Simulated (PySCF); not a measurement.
Z-matrix (Å, degrees):
```
C
O 1 1.3564
H 2 0.9602 1 109.59
H 1 1.0800 2 113.88 3 -175.53
H 1 1.0838 4 121.34 2 -153.45
```
Charge 0, spin multiplicity 2.

Task: What is the computed highest occupied spin orbital, total energy and dipole moment (PBE0-D4/def2-TZVP (PySCF 2.14.0))?

Result: 
```
Item                                 Result
-----------------------------  ------------
highest occupied spin orbital      -5.19 eV
total energy                   -114.9800 Ha
dipole moment                        1.54 D
```
